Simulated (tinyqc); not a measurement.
Inside a calculation. Method: ROHF in the sto-3g basis, for LiH+, spin multiplicity 2. One step of it, computed by the program tinyqc.

Task: Iteration 3: Roothaan effective Fock matrix. With projectors Pc = D(beta) S, Po = (D(alpha) - D(beta)) S, Pv = 1 - D(alpha) S, the block xy is Px^T F Py; with Fc = (F(alpha) + F(beta))/2, the blocks are Fc for cc, oo, vv and cv, F(beta) for co and F(alpha) for ov.

F(alpha) (hartree), order 1Li 1s, 1Li 2s, 1Li 2px, 1Li 2py, 1Li 2pz, 2H 1s:
$$\begin{pmatrix}
-2.716533 & -0.726195 & 0.000000 & 0.000000 & 0.000720 & -0.060178 \\
-0.726195 & -0.417870 & 0.000000 & 0.000000 & -0.087135 & -0.279889 \\
0.000000 & 0.000000 & -0.091176 & 0.000000 & 0.000000 & 0.000000 \\
0.000000 & 0.000000 & 0.000000 & -0.091176 & 0.000000 & 0.000000 \\
0.000720 & -0.087135 & 0.000000 & 0.000000 & -0.211380 & -0.370087 \\
-0.060178 & -0.279889 & 0.000000 & 0.000000 & -0.370087 & -0.695422
\end{pmatrix}$$

F(beta) (hartree), order 1Li 1s, 1Li 2s, 1Li 2px, 1Li 2py, 1Li 2pz, 2H 1s:
$$\begin{pmatrix}
-2.714053 & -0.725833 & 0.000000 & 0.000000 & 0.000637 & -0.059832 \\
-0.725833 & -0.359892 & 0.000000 & 0.000000 & -0.007548 & -0.112430 \\
0.000000 & 0.000000 & -0.084901 & 0.000000 & 0.000000 & 0.000000 \\
0.000000 & 0.000000 & 0.000000 & -0.084901 & 0.000000 & 0.000000 \\
0.000637 & -0.007548 & 0.000000 & 0.000000 & -0.099538 & -0.126141 \\
-0.059832 & -0.112430 & 0.000000 & 0.000000 & -0.126141 & -0.009660
\end{pmatrix}$$

D(alpha) after iteration 2, order 1Li 1s, 1Li 2s, 1Li 2px, 1Li 2py, 1Li 2pz, 2H 1s:
$$\begin{pmatrix}
0.989377 & 0.017898 & 0.000000 & 0.000000 & -0.012110 & -0.061758 \\
0.017898 & 0.033109 & 0.000000 & 0.000000 & 0.034831 & 0.152948 \\
0.000000 & 0.000000 & 0.000000 & 0.000000 & 0.000000 & 0.000000 \\
0.000000 & 0.000000 & 0.000000 & 0.000000 & 0.000000 & 0.000000 \\
-0.012110 & 0.034831 & 0.000000 & 0.000000 & 0.037619 & 0.165464 \\
-0.061758 & 0.152948 & 0.000000 & 0.000000 & 0.165464 & 0.727848
\end{pmatrix}$$

D(beta) after iteration 2, order 1Li 1s, 1Li 2s, 1Li 2px, 1Li 2py, 1Li 2pz, 2H 1s:
$$\begin{pmatrix}
0.984772 & 0.030074 & 0.000000 & 0.000000 & 0.001052 & -0.003861 \\
0.030074 & 0.000918 & 0.000000 & 0.000000 & 0.000032 & -0.000118 \\
0.000000 & 0.000000 & 0.000000 & 0.000000 & 0.000000 & 0.000000 \\
0.000000 & 0.000000 & 0.000000 & 0.000000 & 0.000000 & 0.000000 \\
0.001052 & 0.000032 & 0.000000 & 0.000000 & 0.000001 & -0.000004 \\
-0.003861 & -0.000118 & 0.000000 & 0.000000 & -0.000004 & 0.000015
\end{pmatrix}$$

overlap S, order 1Li 1s, 1Li 2s, 1Li 2px, 1Li 2py, 1Li 2pz, 2H 1s:
$$\begin{pmatrix}
1.000000 & 0.241137 & 0.000000 & 0.000000 & 0.000000 & 0.018813 \\
0.241137 & 1.000000 & 0.000000 & 0.000000 & 0.000000 & 0.262172 \\
0.000000 & 0.000000 & 1.000000 & 0.000000 & 0.000000 & 0.000000 \\
0.000000 & 0.000000 & 0.000000 & 1.000000 & 0.000000 & 0.000000 \\
0.000000 & 0.000000 & 0.000000 & 0.000000 & 1.000000 & 0.379361 \\
0.018813 & 0.262172 & 0.000000 & 0.000000 & 0.379361 & 1.000000
\end{pmatrix}$$

Give: effective F.

Result:

effective F (hartree), order 1Li 1s, 1Li 2s, 1Li 2px, 1Li 2py, 1Li 2pz, 2H 1s:
$$\begin{pmatrix}
-2.7153 & -0.7263 & 0.0000 & 0.0000 & 0.0004 & -0.0597 \\
-0.7263 & -0.3574 & 0.0000 & 0.0000 & -0.0091 & -0.1638 \\
0.0000 & 0.0000 & -0.0880 & 0.0000 & 0.0000 & 0.0000 \\
0.0000 & 0.0000 & 0.0000 & -0.0880 & 0.0000 & 0.0000 \\
0.0004 & -0.0091 & 0.0000 & 0.0000 & -0.1096 & -0.2147 \\
-0.0597 & -0.1638 & 0.0000 & 0.0000 & -0.2147 & -0.3888
\end{pmatrix}$$
